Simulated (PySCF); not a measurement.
Mapped SMILES: `[CH:1]#[N:2]` (H(Xn): hydrogen on atom n).

Geometry: PBE0-D3(BJ)/def2-TZVP; GIAO shifts from PySCF 2.14.0 with density-fitted response routines, gas phase, non-relativistic, averaged over equivalent atoms.

At wB97X-D/pcSseg-2 (86 basis functions, 1.1 s wall time on 1 thread of an Intel Xeon 6975P-C, shared host):
| atoms | δ (ppm) |
| --- | --- |
| C1 | 116.0 |
| N2 | 308.8 |
| H(C1) | 2.54 |

Referencing at the same level of theory: ¹³C (σref 186.29), ¹H (σref 31.63) vs TMS; ¹⁵N (σref 262.16) against NH3.

Q: What do these become at PBE0/pcSseg-2?

A: 
```json
{"atoms": "C1", "δ at PBE0/pcSseg-2": "114.6", "change": "-1.4"}
{"atoms": "N2", "δ at PBE0/pcSseg-2": "309.6", "change": "+0.8"}
{"atoms": "H(C1)", "δ at PBE0/pcSseg-2": "2.51", "change": "-0.03"}
```

Chemical shifts δ = σref − σ; ¹³C (σ = 186.03 ppm) and ¹H (σ = 31.52 ppm) against TMS; ¹⁵N (σ = 263.78 ppm) vs NH3, all at this level.

The largest change is at C1 (nitrile carbon). Cost: 86 basis functions, 1.9 s wall time on 1 thread of an Intel Xeon 6975P-C, shared host.

Experimental scales use liquid or dissolved standards, which lie at an offset from isolated NH3 (liquid NH3: subtract about 20 ppm). Unscaled 15N shifts of sp2 nitrogen come out 20 to 40 ppm too high even then.
